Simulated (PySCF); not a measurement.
# Thiohydroxylamine (H₃SN): electronic excitations at several levels of theory, part 2 of 2

PySCF 2.14.0. Atoms count from 0. Earlier steps stand in the parts before.

## (10) Ultraviolet spectrum: wB97X-D/def2-SVPD

The job: settings as JSON, then the geometry in Å.

```
{"job": {"kind": "uv", "xc": "wB97X-D", "basis": "def2-SVPD", "ip": true}, "charge": 0, "multiplicity": 1}
N     -0.543211     0.181788     0.115144
S      0.951440    -0.470284    -0.412384
H     -1.194785    -0.559839     0.357910
H     -0.953774     0.770137    -0.605172
H      1.740330     0.078199     0.544504
```

Level: TDDFT wB97X-D/def2-SVPD, vertical, gas phase, core orbitals frozen in the response.

Output:

```text
coarse grid: 4552 points
cycle   1  E = -454.4913538758  dE =  1.826e-02  |g| = 2.262e-01  |ddm| = 2.214e+00
cycle   2  E = -454.5060436574  dE = -1.469e-02  |g| = 1.146e-01  |ddm| = 6.085e-01
cycle   3  E = -454.5085650394  dE = -2.521e-03  |g| = 4.016e-02  |ddm| = 1.306e-01
cycle   4  E = -454.5089256247  dE = -3.606e-04  |g| = 1.093e-02  |ddm| = 5.428e-02
cycle   5  E = -454.5089671831  dE = -4.156e-05  |g| = 2.584e-03  |ddm| = 1.947e-02
cycle   6  E = -454.5089700440  dE = -2.861e-06  |g| = 6.166e-04  |ddm| = 6.757e-03
final grid: 38856 points
cycle   7  E = -454.5493429538  dE = -3.222e-05  |g| = 3.768e-03  |ddm| = 5.799e-02
cycle   8  E = -454.5493436850  dE = -7.312e-07  |g| = 3.781e-03  |ddm| = 9.354e-03
cycle   9  E = -454.5493467692  dE = -3.084e-06  |g| = 3.923e-04  |ddm| = 4.267e-03
cycle  10  E = -454.5493468394  dE = -7.016e-08  |g| = 1.582e-04  |ddm| = 1.352e-03
cycle  11  E = -454.5493468518  dE = -1.242e-08  |g| = 3.006e-05  |ddm| = 6.133e-04
cycle  12  E = -454.5493468527  dE = -9.416e-10  |g| = 8.673e-06  |ddm| = 1.345e-04
converged SCF energy = -454.5493468527

Static polarisability (au): isotropic 32.214, principal 29.269 29.767 37.605

Singlet excitations
state   eV       nm        f      main configurations
  1   5.3756    230.6   0.00216   H->L 0.87
  2   6.0973    203.3   0.03270   H-1->L 0.94
  3   6.4551    192.1   0.04411   H->L+1 0.96
  4   7.2501    171.0   0.02408   H-1->L+1 0.91
  5   7.3730    168.2   0.02674   H->L+2 0.60, H->L+4 0.30, H->L 0.08
  6   7.9503    155.9   0.06735   H->L+3 0.81, H-1->L+4 0.08
  7   7.9735    155.5   0.03211   H-1->L+2 0.50, H-1->L+4 0.28, H->L+3 0.16
  8   8.0525    154.0   0.01119   H->L+4 0.61, H->L+2 0.36
  9   8.3505    148.5   0.00037   H-1->L+3 0.92
 10   8.7553    141.6   0.02198   H-1->L+4 0.57, H-1->L+2 0.36

Triplet excitations (Tamm-Dancoff, eV): 4.8511 5.4160 5.9552 6.8981
Vertical ionisation energy (delta-SCF) = 9.8658 eV
```

Wall time 5.7 s (1 thread, shared host).

This run: HOMO -9.02 eV, LUMO 1.45 eV; lowest singlet 5.38 eV.

## (11) TDDFT and polarisability: LC-wPBE/def2-SVPD

The job: settings as JSON, then the geometry in Å.

```
{"job": {"kind": "uv", "xc": "LC-wPBE", "basis": "def2-SVPD", "ip": true}, "charge": 0, "multiplicity": 1}
N     -0.543211     0.181788     0.115144
S      0.951440    -0.470284    -0.412384
H     -1.194785    -0.559839     0.357910
H     -0.953774     0.770137    -0.605172
H      1.740330     0.078199     0.544504
```

Level: TDDFT LC-wPBE/def2-SVPD, vertical, gas phase, core orbitals frozen in the response.

Output:

```text
coarse grid: 4552 points
cycle   1  E = -454.3524844624  dE =  8.387e-03  |g| = 2.341e-01  |ddm| = 2.233e+00
cycle   2  E = -454.3707979503  dE = -1.831e-02  |g| = 7.335e-02  |ddm| = 5.386e-01
cycle   3  E = -454.3720478715  dE = -1.250e-03  |g| = 2.247e-02  |ddm| = 8.617e-02
cycle   4  E = -454.3721961530  dE = -1.483e-04  |g| = 1.321e-02  |ddm| = 5.129e-02
cycle   5  E = -454.3722489236  dE = -5.277e-05  |g| = 2.468e-03  |ddm| = 1.774e-02
cycle   6  E = -454.3722530760  dE = -4.152e-06  |g| = 6.682e-04  |ddm| = 7.271e-03
final grid: 38856 points
cycle   7  E = -454.4228648480  dE = -1.361e-05  |g| = 4.303e-03  |ddm| = 2.368e-02
cycle   8  E = -454.4228661026  dE = -1.255e-06  |g| = 4.147e-03  |ddm| = 7.615e-03
cycle   9  E = -454.4228696562  dE = -3.554e-06  |g| = 2.841e-04  |ddm| = 3.492e-03
cycle  10  E = -454.4228697017  dE = -4.549e-08  |g| = 1.305e-04  |ddm| = 6.765e-04
cycle  11  E = -454.4228697135  dE = -1.178e-08  |g| = 2.949e-05  |ddm| = 3.765e-04
cycle  12  E = -454.4228697354  dE = -2.196e-08  |g| = 7.578e-06  |ddm| = 1.277e-04
cycle  13  E = -454.4228697355  dE = -6.253e-11  |g| = 1.695e-06  |ddm| = 3.167e-05
converged SCF energy = -454.4228697355

Static polarisability (au): isotropic 31.411, principal 28.627 28.985 36.622

Singlet excitations
state   eV       nm        f      main configurations
  1   5.4864    226.0   0.00197   H->L 0.70, H->L+4 0.20
  2   6.3720    194.6   0.03332   H-1->L 0.86
  3   6.7620    183.4   0.03772   H->L+1 0.88
  4   7.6144    162.8   0.02554   H-1->L+1 0.81, H-1->L+5 0.11
  5   7.7515    159.9   0.03821   H->L+4 0.40, H->L+2 0.38, H->L 0.17
  6   8.2832    149.7   0.07712   H-1->L+4 0.55, H-1->L+2 0.31
  7   8.3999    147.6   0.02873   H->L+3 0.96
  8   8.4644    146.5   0.01711   H->L+2 0.55, H->L+4 0.35
  9   8.6928    142.6   0.00031   H-1->L+3 0.85, H-1->L+6 0.10
 10   9.1470    135.5   0.02675   H-1->L+2 0.54, H-1->L+4 0.33

Triplet excitations (Tamm-Dancoff, eV): 4.7935 5.5147 6.0723 7.0327
Vertical ionisation energy (delta-SCF) = 9.8657 eV
```

Run time: 7.3 s. Hardware: 1 thread, shared host.

In short: HOMO -9.94 eV, LUMO 1.68 eV; lowest singlet 5.49 eV.

## (12) Ultraviolet spectrum: PBE0/6-31G*

The job: settings as JSON, then the geometry in Å.

```
{"job": {"kind": "uv", "xc": "PBE0", "basis": "6-31G*"}, "charge": 0, "multiplicity": 1}
N     -0.543211     0.181788     0.115144
S      0.951440    -0.470284    -0.412384
H     -1.194785    -0.559839     0.357910
H     -0.953774     0.770137    -0.605172
H      1.740330     0.078199     0.544504
```

Level: TDDFT PBE0/6-31G*, vertical, gas phase, core orbitals frozen in the response.

Output:

```text
coarse grid: 4552 points
cycle   1  E = -454.5020653881  dE =  8.243e-02  |g| = 2.490e-01  |ddm| = 2.090e+00
cycle   2  E = -454.5035273155  dE = -1.462e-03  |g| = 2.561e-01  |ddm| = 5.613e-01
cycle   3  E = -454.5179007048  dE = -1.437e-02  |g| = 5.491e-02  |ddm| = 2.640e-01
cycle   4  E = -454.5186205534  dE = -7.198e-04  |g| = 8.150e-03  |ddm| = 6.154e-02
cycle   5  E = -454.5186397506  dE = -1.920e-05  |g| = 2.285e-03  |ddm| = 1.525e-02
cycle   6  E = -454.5186412308  dE = -1.480e-06  |g| = 2.848e-04  |ddm| = 2.957e-03
final grid: 38856 points
cycle   7  E = -454.4894512379  dE = -4.066e-06  |g| = 6.386e-03  |ddm| = 1.313e-02
cycle   8  E = -454.4894408567  dE =  1.038e-05  |g| = 9.365e-03  |ddm| = 1.334e-02
cycle   9  E = -454.4894608561  dE = -2.000e-05  |g| = 4.098e-04  |ddm| = 7.735e-03
cycle  10  E = -454.4894609076  dE = -5.146e-08  |g| = 6.101e-05  |ddm| = 6.539e-04
cycle  11  E = -454.4894609086  dE = -1.052e-09  |g| = 1.510e-05  |ddm| = 8.513e-05
cycle  12  E = -454.4894609087  dE = -7.515e-11  |g| = 1.679e-06  |ddm| = 2.494e-05
converged SCF energy = -454.4894609087

Static polarisability (au): isotropic 21.788, principal 17.753 18.895 28.715

Singlet excitations
state   eV       nm        f      main configurations
  1   5.6536    219.3   0.00052   H->L 0.98
  2   6.3160    196.3   0.05168   H-1->L 0.97
  3   7.4674    166.0   0.00130   H->L+1 0.98
  4   8.0865    153.3   0.08403   H-1->L+1 0.97
  5   8.9086    139.2   0.00080   H->L+2 0.97
  6   8.9186    139.0   0.02687   H-1->L+2 0.96
  7   9.6312    128.7   0.00697   H-1->L+3 0.99
  8   9.7689    126.9   0.03837   H->L+3 0.97
  9  10.1688    121.9   0.11294   H-2->L 0.89
 10  11.6262    106.6   0.15932   H-2->L+1 0.58, H-3->L 0.31

Triplet excitations (Tamm-Dancoff, eV): 4.8918 5.2308 6.3661 6.9735
```

It took 1.1 s on 1 thread, shared host.

Key values: HOMO -6.94 eV, LUMO 0.58 eV; lowest singlet 5.65 eV.

## (13) Ultraviolet spectrum: PBE0/def2-SVP

The job: settings as JSON, then the geometry in Å.

```
{"job": {"kind": "uv", "xc": "PBE0", "basis": "def2-SVP"}, "charge": 0, "multiplicity": 1}
N     -0.543211     0.181788     0.115144
S      0.951440    -0.470284    -0.412384
H     -1.194785    -0.559839     0.357910
H     -0.953774     0.770137    -0.605172
H      1.740330     0.078199     0.544504
```

With the program's defaults for keys left out, this is: TDDFT PBE0/def2-SVP, vertical, gas phase, core orbitals frozen in the response.

Output:

```text
coarse grid: 4552 points
cycle   1  E = -454.2963720083  dE =  6.093e-02  |g| = 2.402e-01  |ddm| = 2.119e+00
cycle   2  E = -454.2974946380  dE = -1.123e-03  |g| = 2.468e-01  |ddm| = 4.630e-01
cycle   3  E = -454.3102733723  dE = -1.278e-02  |g| = 5.330e-02  |ddm| = 2.242e-01
cycle   4  E = -454.3109571216  dE = -6.837e-04  |g| = 7.312e-03  |ddm| = 5.988e-02
cycle   5  E = -454.3109710221  dE = -1.390e-05  |g| = 1.813e-03  |ddm| = 1.254e-02
cycle   6  E = -454.3109718717  dE = -8.496e-07  |g| = 3.030e-04  |ddm| = 2.447e-03
final grid: 38856 points
cycle   7  E = -454.3484059734  dE = -6.028e-06  |g| = 5.934e-03  |ddm| = 1.510e-02
cycle   8  E = -454.3483975593  dE =  8.414e-06  |g| = 8.524e-03  |ddm| = 1.159e-02
cycle   9  E = -454.3484138613  dE = -1.630e-05  |g| = 4.159e-04  |ddm| = 6.876e-03
cycle  10  E = -454.3484139080  dE = -4.669e-08  |g| = 5.460e-05  |ddm| = 5.688e-04
cycle  11  E = -454.3484139089  dE = -8.542e-10  |g| = 1.250e-05  |ddm| = 7.762e-05
converged SCF energy = -454.3484139089

Static polarisability (au): isotropic 21.474, principal 16.821 18.702 28.899

Singlet excitations
state   eV       nm        f      main configurations
  1   5.7717    214.8   0.00149   H->L 0.96
  2   6.3829    194.2   0.03464   H-1->L 0.97
  3   7.0522    175.8   0.00031   H->L+1 0.97
  4   7.6865    161.3   0.07251   H-1->L+1 0.97
  5   8.3188    149.0   0.00060   H->L+2 0.99
  6   8.4487    146.7   0.03596   H-1->L+2 0.98
  7   9.0760    136.6   0.00511   H-1->L+3 0.99
  8   9.1471    135.5   0.02822   H->L+3 1.00
  9  10.2078    121.5   0.09038   H-2->L 0.92
 10  11.3378    109.4   0.13796   H-2->L+1 0.74, H-3->L 0.15

Triplet excitations (Tamm-Dancoff, eV): 4.9836 5.3610 6.1472 6.7955
```

Wall time 1.1 s (1 thread, shared host).

Key values: HOMO -6.81 eV, LUMO 0.77 eV; lowest singlet 5.77 eV.

## (14) TDDFT and polarisability: PBE0/def2-TZVP

The job: settings as JSON, then the geometry in Å.

```
{"job": {"kind": "uv", "xc": "PBE0", "basis": "def2-TZVP"}, "charge": 0, "multiplicity": 1}
N     -0.543211     0.181788     0.115144
S      0.951440    -0.470284    -0.412384
H     -1.194785    -0.559839     0.357910
H     -0.953774     0.770137    -0.605172
H      1.740330     0.078199     0.544504
```

With the program's defaults for keys left out, this is: TDDFT PBE0/def2-TZVP, vertical, gas phase, core orbitals frozen in the response.

Output:

```text
coarse grid: 4552 points
cycle   1  E = -454.5471222351  dE =  6.326e-02  |g| = 2.532e-01  |ddm| = 1.580e+00
cycle   2  E = -454.5463964536  dE =  7.258e-04  |g| = 2.780e-01  |ddm| = 3.967e-01
cycle   3  E = -454.5619399923  dE = -1.554e-02  |g| = 5.995e-02  |ddm| = 1.905e-01
cycle   4  E = -454.5627328379  dE = -7.928e-04  |g| = 1.560e-02  |ddm| = 5.173e-02
cycle   5  E = -454.5627851460  dE = -5.231e-05  |g| = 2.356e-03  |ddm| = 1.420e-02
cycle   6  E = -454.5627861660  dE = -1.020e-06  |g| = 6.562e-04  |ddm| = 2.562e-03
final grid: 38856 points
cycle   7  E = -454.5597753359  dE = -1.311e-05  |g| = 7.223e-03  |ddm| = 1.365e-02
cycle   8  E = -454.5597632128  dE =  1.212e-05  |g| = 1.022e-02  |ddm| = 9.224e-03
cycle   9  E = -454.5597843651  dE = -2.115e-05  |g| = 8.747e-04  |ddm| = 5.847e-03
cycle  10  E = -454.5597845166  dE = -1.515e-07  |g| = 1.297e-04  |ddm| = 6.445e-04
cycle  11  E = -454.5597845208  dE = -4.241e-09  |g| = 3.091e-05  |ddm| = 1.397e-04
cycle  12  E = -454.5597845211  dE = -2.709e-10  |g| = 5.849e-06  |ddm| = 3.454e-05
converged SCF energy = -454.5597845211

Static polarisability (au): isotropic 26.352, principal 21.028 24.471 33.556

Singlet excitations
state   eV       nm        f      main configurations
  1   5.2992    234.0   0.00062   H->L 0.96
  2   6.0400    205.3   0.03688   H-1->L 0.98
  3   6.7082    184.8   0.00647   H->L+1 0.98
  4   7.4207    167.1   0.04765   H-1->L+1 0.96
  5   7.4832    165.7   0.00424   H->L+2 0.98
  6   7.9088    156.8   0.04748   H-1->L+2 0.95
  7   8.4503    146.7   0.03468   H->L+3 1.00
  8   8.6138    143.9   0.00300   H-1->L+3 0.99
  9   9.6900    128.0   0.06714   H-2->L 0.94
 10  10.9136    113.6   0.14222   H-2->L+1 0.76, H-3->L 0.15

Triplet excitations (Tamm-Dancoff, eV): 4.5827 5.1440 5.8415 6.6304
```

Run time: 2.2 s. Hardware: 1 thread, shared host.

This run: HOMO -7.00 eV, LUMO 0.08 eV; lowest singlet 5.30 eV.

## (15) Side by side: electronic excitations

Excitations and ground-state properties, with basis size and wall time:

| run | lowest singlet (eV) | brightest (eV) | f | gap (eV) | α (Å³) | μ (D) | functions | time |
| --- | --- | --- | --- | --- | --- | --- | --- | --- |
| HF/def2-SVPD | 5.74 | 8.96 | 0.103 | 12.14 | 4.57 | 1.05 | 71 | 0.9 s |
| LDA/def2-SVPD | 4.95 | 7.11 | 0.078 | 4.73 | 5.04 | 1.12 | 71 | 3.7 s |
| PBE/def2-SVPD | 4.94 | 7.06 | 0.071 | 4.75 | 5.00 | 1.14 | 71 | 5.7 s |
| B3LYP/def2-SVPD | 5.13 | 7.46 | 0.070 | 6.38 | 4.88 | 1.08 | 71 | 6.3 s |
| PBE0/def2-SVPD | 5.27 | 7.69 | 0.068 | 6.90 | 4.81 | 1.10 | 71 | 5.2 s |
| BHandHLYP/def2-SVPD | 5.41 | 8.10 | 0.079 | 8.72 | 4.71 | 1.04 | 71 | 5.2 s |
| CAM-B3LYP/def2-SVPD | 5.25 | 7.79 | 0.071 | 9.09 | 4.80 | 1.04 | 71 | 6.4 s |
| wB97X-D/def2-SVPD | 5.38 | 7.95 | 0.067 | 10.48 | 4.77 | 1.08 | 71 | 5.7 s |
| LC-wPBE/def2-SVPD | 5.49 | 8.28 | 0.077 | 11.62 | 4.65 | 1.04 | 71 | 7.3 s |
| PBE0/6-31G* | 5.65 | 11.63 | 0.159 | 7.52 | 3.23 | 1.18 | 38 | 1.1 s |
| PBE0/def2-SVP | 5.77 | 11.34 | 0.138 | 7.58 | 3.18 | 0.96 | 47 | 1.1 s |
| PBE0/def2-TZVP | 5.30 | 10.91 | 0.142 | 7.08 | 3.90 | 1.12 | 86 | 2.2 s |

Measured dipole: 0.96 D (gas; NIST CCCBDB Release 22 (SRD 101), experimental dipoles).

## (16) What came out

This closing draws on all 2 parts.

| quantity | value |
| --- | --- |
| point group | Cs |
| rotational constants (main isotopes) | 146.44, 14.27, 14.00 GHz |
| lowest singlet (HF/def2-SVPD) | 5.74 eV (216 nm), f = 0.003 |
| brightest single state of those computed | state 8, 8.96 eV, f = 0.103 |
| lowest triplet | 4.96 eV |
| vertical ionisation energy (ΔSCF) | 8.72 eV |
| range of the lowest singlet | 4.94 to 5.77 eV |

In words: Single values in the summary come from the first run of each kind that ended normally (HF/def2-SVPD), which need not be the best level. The optimisation took 7 steps and gained 0.259 eV; among the close pairs (by a distance rule), N0–S1 changed most, from 1.655 to 1.714 Å. The lowest singlet, at 5.74 eV, is HOMO→LUMO 0.52, HOMO→LUMO+4 0.20 and is weak; of the 10 states computed, the strongest absorption comes from state 8 at 8.96 eV (the last state computed is bright too, and its partners may lie past the list). The lowest triplet lies 0.78 eV below the lowest singlet (triplets in Tamm-Dancoff, singlets in full TDDFT). At HF/def2-SVPD, the highest states lie near or above the ionisation energy, where they hang on the basis. The orbital energy would give 10.06 eV for ionisation, ΔSCF gives 8.72 eV. The dipole moment, 1.05 D, compares with 0.96 D measured. The lowest singlet runs from 4.94 eV (PBE/def2-SVPD) to 5.77 eV (PBE0/def2-SVP), while the orbital gap spans 4.73 to 12.14 eV. The lowest state need not be the same one in every run. The runs solved for a few states only, so the brightest column depends on that window. For the measured dipole, PBE0/def2-SVP misses least (0.00 D, 1.1 s) and PBE0/6-31G* most (0.21 D, 1.1 s); the quickest, HF/def2-SVPD, misses by 0.08 D in 0.9 s. One molecule ranks no method: errors cancel, and vibration and temperature are missing from all runs.
